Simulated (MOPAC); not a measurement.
MOPAC input (AM1):

```
AM1 PRECISE GNORM=0.05 LET XYZ CHARGE=1 GEO-OK AUX(PRECISION=9) THREADS=1
CHOS

O    -0.05310982 1    0.04475927 1   -1.62689354 1
C     0.01301331 1   -0.00671820 1   -0.39864864 1
S    -0.01737407 1    0.00595007 1    1.09879365 1
H     0.62478378 1   -0.41296608 1   -2.17365816 1
```

**Question.** What heat of formation does the run end on?

**Answer.** 169.91 kcal/mol.
